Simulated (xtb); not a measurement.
DMSO (C2H6OS), SMILES CS(=O)C. All values are semi-empirical tight-binding results from xtb (GFN2-xTB unless named), good for trends rather than for accurate numbers. Coordinates come from a GFN2-xTB optimisation.

Optimised geometry:

Bonds (Å): C1–S2 1.851, C1–H5 1.085, C1–H6 1.084, C1–H7 1.084, S2–C3 1.851, S2–O4 1.462, C3–H8 1.084, C3–H9 1.085, C3–H10 1.084. Angles (°): S2–C1–H5 107.6, S2–C1–H6 108.7, S2–C1–H7 109.5, H5–C1–H6 110.1, H5–C1–H7 109.6, H6–C1–H7 111.2, C1–S2–C3 94.6, C1–S2–O4 105.9, C3–S2–O4 105.9, S2–C3–H8 109.5, S2–C3–H9 107.6, S2–C3–H10 108.7, H8–C3–H9 109.6, H8–C3–H10 111.2, H9–C3–H10 110.1.
Charge 0, spin multiplicity 1.

Computed properties:
| Item | Value |
|---|---|
| point group as xtb finds it | Cs |
| orbital gap | 5.06 eV |
| zero-point energy | 48.6 kcal/mol |
| G − E(el) at 298.15 K (modified RRHO) | 30.5 kcal/mol |
| static polarisability (D4 model) | 53.0 bohr³ |
| solvation energy, GFN2-xTB/ALPB(water) | -7.7 kcal/mol |
| solvation energy, GFN2-xTB/ALPB(toluene) | -6.6 kcal/mol |

Computed atomic charges and the Wiberg bond orders between heavy atoms:
charges (e) C1 -0.14, S2 0.39, C3 -0.14, O4 -0.49, H5 0.06, H6 0.05, H7 0.07, H8 0.07, H9 0.06, H10 0.05. Bond orders C1–S2 0.95, S2–C3 0.95, S2–O4 1.83.
